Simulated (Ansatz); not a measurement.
## CoPS$_{3}$: computed properties

These are results of Ansatz 0.2.0, DFT PBEsol, scalar-relativistic, plane waves, PAW, not measurements.

Plane waves to 420 eV, a k mesh through Γ of 8×8×6 on the computed 10-atom cell and Gaussian smearing (0.10 eV); no spin polarisation.

The structure is relaxed at this level of theory with its symmetry kept. Whether it is the stable form of this composition wasn't checked.

```
CELL_PARAMETERS angstrom
2.87106 -4.96608 0.00142
2.87106 4.96608 0.00142
-1.91676 0.00000 6.13517
ATOMIC_POSITIONS crystal
Co 0.33307 0.66693 0.50000
Co 0.66693 0.33307 0.50000
P 0.06115 0.06115 0.68163
P 0.93885 0.93885 0.31837
S 0.07323 0.44162 0.71831
S 0.55838 0.92677 0.28169
S 0.29551 0.29551 0.28136
S 0.70449 0.70449 0.71864
S 0.44162 0.07323 0.71831
S 0.92677 0.55838 0.28169
```

```
Space group                                                       : C2/m (No. 12)
Volume per atom                                                   : 17.50 Å³
Formation energy from the elements' standard states (uncorrected) : -0.311 eV/atom
Kohn–Sham band gap                                                : none (metal)
Density of states at the Fermi level                              : 2.69 states/eV per cell
Löwdin character within 0.5 eV of the Fermi level                 : Co 3d 42 %, S 3p 35 %, P 3p 9 %, unprojected 6 %
Bader charges (e)                                                 : Co (2 in the cell) 0.59, P (2 in the cell) 0.66, S (4 in the cell) -0.41, S (2 in the cell) -0.43
```

The cell holds layers, and where no dispersion correction was added their binding is poorly described. Spin polarisation was left out, and a magnetic state may lie lower.

A ferromagnetic start lost its moments in a first run, so spin was left out; other magnetic orders weren't tried.

Cost: 1 run of about 6.8 core-minutes, on Arm Neoverse V2 (shared hosts).